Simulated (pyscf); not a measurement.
HF + F–CH•–F → F–CH•–F + HF (four-centre exchange; doublet surface; F–H, C–F broken, C–F, F–H formed). Structures and frequencies: ωB97X-D3(BJ)/def2-SVP in PySCF. MP2 and CC: frozen core, UHF for open shells. ΔMP2 is the change of the MP2 total energy from the triple- to the quadruple-zeta basis. Energies in kJ/mol from the separated reactants.

```csv
level,barrier,reaction energy
ωB97X-D3(BJ)/def2-TZVP,248.2,0.0
r²SCAN/def2-TZVP,217.7,0.0
M06-2X/def2-TZVP,?,0.0
ωB97M-D3(BJ)/def2-TZVP,243.5,0.0
HF/def2-TZVP,340.1,0.0
CCSD(T)/def2-TZVPP,264.7,0.0
CCSD(T)/def2-TZVPP + ΔMP2(QZVPP),?,0.0
```

### Question
Fill in the missing entries.

### Answer

- M06-2X/def2-TZVP, barrier: 259.9
- CCSD(T)/def2-TZVPP + ΔMP2(QZVPP), barrier: 264.5

Of the functionals in the table, M06-2X is closest to CCSD(T)/def2-TZVPP + ΔMP2(QZVPP) in the barrier (4.6 kJ/mol apart) and r²SCAN least close (46.8 kJ/mol); that level has limits of its own. This is the saddle that the search found; another between the same sides may lie lower. The CCSD(T) − MP2 part came from Ansatz, without density fitting, on the same reference.
